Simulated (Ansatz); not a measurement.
## BeRh2: from a trial structure to a relaxed crystal

Level of theory: DFT PBE, scalar-relativistic, plane waves, PAW in Ansatz 0.2.0. Cutoff 420 eV, Γ-centred k mesh, Gaussian smearing, no spin polarisation in the final step.

BeRh2 was placed on the anatase structure type (I4_1/amd, No. 141), with Be in place of Ti, Rh in place of O, at a guessed volume.

```
CELL_PARAMETERS angstrom
-1.90468 1.90468 4.78761
1.90468 -1.90468 4.78761
1.90468 1.90468 -4.78761
ATOMIC_POSITIONS crystal
Be 0.00000 0.00000 0.00000
Be 0.75000 0.25000 0.50000
Rh 0.20660 0.20660 0.00000
Rh 0.95660 0.45660 0.50000
Rh 0.54340 0.04340 0.50000
Rh 0.79340 0.79340 0.00000
```

Cell and atoms relax at zero pressure; the relaxation can't lower the symmetry of the start. After a coarse first stage the cell is made exact in the group found at 0.06 Å.

Formation energies are uncorrected and refer to the elements' standard structures at the same level.

Q: Describe the relaxed structure.

A: It keeps I4_1/amd (No. 141), but not the shape of the type it started on. Conventional cell: a = 4.416 Å, c = 7.722 Å. Be has 6 Rh at 2.21–2.23 Å; Rh has 3 Be at 2.21–2.23 Å.

```xyz
6
Lattice="-2.2082 2.2082 3.8608 2.2082 -2.2082 3.8608 2.2082 2.2082 -3.8608" Properties=species:S:1:pos:R:3 pbc="T T T"
Be    0.0000    0.0000    0.0000
Be    0.0000    2.2082    1.9304
Rh    0.0000    0.0000    2.2091
Rh    2.2082    0.0000    0.2787
Rh    2.2082    0.0000    3.5821
Rh    0.0000    0.0000    5.5126
```

Q: What are its volume, energy, density and gap?

A: The volume per atom is 12.55 Å³, the density is 9.47 g/cm³ and the energy over the elements is 0.03 eV/atom. The gap on the 12×12×12 mesh is 0 eV (a metal).

The final run used a 12×12×12 mesh on its 6-atom cell and 0.10 eV smearing. The k mesh leaves about 4 meV/atom of noise in metals. Symmetry constrained the relaxation, so the result can be a saddle point. The steps took about 3 core-minutes in all.